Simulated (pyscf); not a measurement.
`[F-]` + `[CH3][I]` -> `[CH3][F]` + `[I-]` (substitution at C; singlet surface; C–I broken, C–F formed). Single points on ωB97X-D3(BJ)/def2-SVPD structures (PySCF, gas phase). Correlated levels are frozen-core, on RHF or UHF. ΔMP2 is the change of the MP2 total energy from the triple- to the quadruple-zeta basis. Energies in eV from the separated reactants.

```tsv
level	barrier	reaction energy
ωB97X-D3(BJ)/def2-TZVPD	-0.63	-1.92
PBE/def2-TZVPD	-0.93	-1.86
r²SCAN/def2-TZVPD	-1.00	-2.10
HF/def2-TZVPD	?	-2.75
MP2/def2-QZVPPD	-0.63	-1.86
CCSD(T)/def2-TZVPPD	-0.69	-1.94
CCSD(T)/def2-TZVPPD + ΔMP2(QZVPPD)	?	?
```

Q: What belongs in the gaps?

A: 
- HF/def2-TZVPD, barrier: -0.65
- CCSD(T)/def2-TZVPPD + ΔMP2(QZVPPD), barrier: -0.71
- CCSD(T)/def2-TZVPPD + ΔMP2(QZVPPD), reaction energy: -1.97

On the reactant side the descent ends in a bound adduct, 0.66 eV under the separated species and 0.03 eV under the saddle at ωB97X-D3(BJ)/def2-TZVPD. On the product side the descent ends in a complex, 0.31 eV under the separated species and 1.60 eV under the saddle at ωB97X-D3(BJ)/def2-TZVPD. At ωB97X-D3(BJ), HF, MP2, CCSD(T) the saddle lies under the separated reactants, which points to a path from their complex (located at ωB97X-D3(BJ) alone). At PBE, r²SCAN, CCSD(T) this geometry lies under the reactants; that is no barrier but a single point on another level's saddle; such a level's own saddle, if it has one, lies nearer that side and is low. One saddle was located; it need not be the lowest between these sides. The angle at the attacked C is 180°. The CCSD(T) − MP2 part came from Ansatz, without density fitting, on the same reference. The frozen core leaves the outer d or s,p core shells of the metals and heavy elements correlated in the MP2 and CC values, and def2-TZVPP describes them poorly, which can shift differences by a few kcal/mol. Elements past Kr carry the def2 core potentials, without spin-orbit coupling.
